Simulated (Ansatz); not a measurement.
```yaml
crystal:
  periodic: [false, false, false]
  atoms:
    - {symbol: C, position_ang: [-1.961635, 0.256857, -0.527202]}
    - {symbol: C, position_ang: [-0.580462, -0.094753, 0.216775]}
    - {symbol: Cl, position_ang: [-1.005645, -0.619695, 1.829355]}
    - {symbol: C, position_ang: [0.590816, 0.150804, -0.198108]}
    - {symbol: C, position_ang: [1.921953, -0.034517, 0.344220]}
    - {symbol: F, position_ang: [2.653695, 0.933853, -0.005632]}
    - {symbol: H, position_ang: [-2.580942, -0.979373, -0.435642]}
    - {symbol: H, position_ang: [-2.543966, 0.871094, 0.047398]}
    - {symbol: H, position_ang: [-1.764961, 0.277602, -1.601967]}
    - {symbol: H, position_ang: [0.736182, 0.094096, -1.466755]}
    - {symbol: H, position_ang: [2.300517, -0.998932, 0.111837]}
    - {symbol: H, position_ang: [1.995287, -0.252685, 1.405544]}
basis:
  gaussian: {orbitals: ANO-RCC-VTZP}
total_charge: 1
magnetization: {spin_polarized: true, initial_magnetization: 1}
hamiltonian: {xc: {name: RPBE}, dispersion: d3bj}
relax: {f_tol: 0.0001, max_steps: 1}
output: {forces: true}
```

```sh
$ ansatz run in.yaml --threads 4 --pin off --events-out ev --progress --plain --max-ram 10444MiB
```

It prints (some lines left out):

```
Functional definition: RPBE
1736 factors; their error is unknown
mean field evaluation 1: about -19485.2288 eV, gradient 8.0e1 eV
mean field evaluation 2: about -19144.8567 eV, gradient 2.5e2 eV
mean field evaluation 4: about -19497.3539 eV, gradient 6.9e1 eV
mean field evaluation 8: about -19518.2143 eV, gradient 1.0e0 eV
mean field evaluation 16: about -19518.1762 eV, gradient 3.1e-2 eV
mean field -19518.17619853 eV, -717.2797454011 hartree, gradient 1.6e-5 eV, S^2 0.752570; 4 other end points of the search recorded, 0 dependent functions left out
reference -19518.17626296 eV, -717.2797477687 hartree; 28, 27 occupied and 240, 241 virtual orbitals, 1736 factors
relax step   1: F+E_penalty+E_count = -19519.48750080 eV  Δ(F+E_penalty+E_count) = +0.000e0 eV  max|allowed force component| = 9.751e0 eV/Å  Δτ_max = 0.0000 Å  (113 SCF iters, accepted)
Error: geometry relaxation did not converge after 1 steps: max|allowed force component| = 9.75e0 eV/Å (threshold 1.0e-4). Raise `relax.max_steps` over both its present limit and 1, loosen `relax.f_tol`, or start from a geometry closer to equilibrium. Where this run's directory can be resumed (`checkpoint.write`), a resume goes on for up to `relax.max_steps` more
```

(1) Something in this input is off. What?

Results:

(1) The relaxation is allowed too few steps for its threshold. The calculation stopped without meeting its thresholds.
